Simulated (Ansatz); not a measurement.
C4H7N can be A, `CC(C)C#N`, or B, `C=CC(C)=N`.

Computed with Ansatz on PBE0-D4/def2-TZVP structures; ΔE is electronic, products minus reactants. CBS: MP2 limit from def2 TZ/QZ plus the TZ coupled-cluster correction, frozen cores. DFT in def2-TZVPP. B3LYP here is the variant with VWN-RPA as its local correlation; programs differ in this. Each species was taken in one conformer, which may not be the lowest.

A:

```xyz
12

C    -0.518    0.437   -1.174
C    -0.058   -0.451   -0.019
C     1.132    0.145    0.731
C    -1.165   -0.700    0.901
N    -2.037   -0.880    1.629
H    -1.359   -0.008   -1.707
H    -0.826    1.417   -0.805
H     0.305    0.576   -1.877
H     0.233   -1.429   -0.420
H     1.456   -0.505    1.544
H     0.871    1.117    1.154
H     1.967    0.282    0.042
```

B:

```xyz
12

C     0.8717   -0.2669   -1.7601
C     0.7828   -0.2354   -0.4362
C    -0.4912   -0.1141    0.3095
C    -0.4176    0.6390    1.6012
N    -1.6038   -0.5984   -0.0675
H     1.8283   -0.3491   -2.2615
H    -0.0094   -0.1944   -2.3902
H     1.6911   -0.2545    0.1618
H     0.2750    0.1440    2.2890
H    -1.4036    0.6919    2.0587
H    -0.0336    1.6503    1.4376
H    -1.4897   -1.1124   -0.9423
```

**Question.** Which is lower in electronic energy at CCSD(T)/CBS, and by how much? (An estimate is asked.)

**Answer.** Ansatz gave: A, by 78.2 kJ/mol.

**Question.** Give E(B) − E(A) in kJ/mol with B3LYP-D4, PBE-D4, B2PLYP, PBE0-D4, CCSD/def2-TZVPP, r2SCAN-D4, HF/def2-TZVPP. (Estimate.)

**Answer.** The calculation gave: B3LYP-D4 66.8, PBE-D4 61.4, B2PLYP 80.8, PBE0-D4 68.0, CCSD/def2-TZVPP 87.1, r2SCAN-D4 67.2, HF/def2-TZVPP 90.4. None reverses the order clearly.

Largest T1 diagnostic: 0.012.

From PBE to PBE0 (25 % exact exchange), in def2-TZVPP and without D4, E(B) − E(A) moves by +6.4 kJ/mol.
